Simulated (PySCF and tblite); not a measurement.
Values are calculated unless marked as measured or tabulated.
Stationary points of CH2O2 at PBE0-D3(BJ)/def2-TZVP, in Å:

Structure A

```
 1 O    -0.108    0.823    0.719
 2 C     0.213   -0.252    0.149
 3 O    -0.295   -0.346   -1.000
 4 H     0.854   -1.012    0.596
 5 H    -0.664    0.787   -0.463
```

Structure B

```
 1 O    -1.806   -0.520    3.549
 2 C    -1.657   -1.399    2.754
 3 O    -2.205   -1.437    1.537
 4 H    -1.046   -2.299    2.915
 5 H    -2.732   -0.631    1.434
```

Geometries: PBE0-D3(BJ)/def2-TZVP; energies: PBE0/pcSseg-1 + D3(BJ); zero-point and thermal terms from GFN2-xTB harmonic modes (soft modes blended into free rotors).

Q: Which structure is a saddle point, and along which motion?

A: A: one imaginary mode (1761i cm⁻¹ at GFN2-xTB, mostly on H5), along the shift of hydrogen on O3 from O3 to O1.

Q: Give their symmetry and energies above the lowest.

A: A C2v, 34.3 kcal/mol; B Cs, 0.0 kcal/mol.

Tunnelling of the moving H, left out here, will speed the real process. In real samples such hydrogens mostly exchange between molecules or through solvent, far faster than by this path.
